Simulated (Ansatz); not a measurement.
# The magnesium atom (singlet): from Hartree-Fock to the top rungs, def2-TZVPP

An exercise on one series of results from a longer session: the logs are not shown, and one member is left open.

The runs use Ansatz 0.2.0, Gaussian basis; def2-TZVPP, core rule «outside noble gas», up to 5 orbitals frozen.

The runs, in order: UHF; CCSD(T) on RHF; BCCD(T) on RHF; CASSCF and MRCISD+Q, 2 electrons in 4 orbitals; CASSCF and MRCISD+Q(relaxed), 2 electrons in 4 orbitals; CASSCF and NEVPT4(SD), 2 electrons in 4 orbitals; CASSCF and NEVPT2, 2 electrons in 4 orbitals; Full CI.

## The atom

A free atom, in its lowest state of this spin that the program finds.

1 atom, charge 0, spin multiplicity 1.

The first run:

File in.yaml:

```yaml
crystal:
  periodic: [false, false, false]
  atoms:
    - {symbol: Mg, position_ang: [0.000000, 0.000000, 0.000000]}
basis:
  gaussian: {orbitals: def2-TZVPP}
magnetization: {spin_polarized: true, initial_magnetization: 0}
hamiltonian: {xc: hf}
output: {orbitals: {seedname: orbitals}}
```

Run with:

```sh
ansatz run in.yaml --threads 1 --pin off --events-out ev --progress --plain --max-ram 2393MiB
```

Steps of the session up to this table: UHF; CCSD(T) on RHF; BCCD(T) on RHF; CASSCF and MRCISD+Q, 2 electrons in 4 orbitals; CASSCF and MRCISD+Q(relaxed), 2 electrons in 4 orbitals; CASSCF and NEVPT4(SD), 2 electrons in 4 orbitals; CASSCF and NEVPT2, 2 electrons in 4 orbitals; Full CI.

One table of the session follows, with a row left open; its other results are not shown here.

| method | from FCI (kcal/mol) |
| --- | --- |
| RHF | +20.53 |
| RMP2 | +6.91 |
| RCCSD | 0.00 |
| RCCSD(T) | 0.00 |
| BCCD(T) | 0.00 |
| CASSCF valence | +1.19 |
| NEVPT2 valence | +0.51 |
| NEVPT4(SD) valence | +0.15 |
| MRCISD valence | +0.05 |
| MRCISD+Q valence | +0.05 |
| MRCISD+Q(relaxed) valence | ? |
| FCI | 0 |

**Question.** Estimate the row for MRCISD+Q(relaxed) valence.

As computed: from FCI (kcal/mol): -0.01. In the column «from FCI (kcal/mol)» it is the lowest.
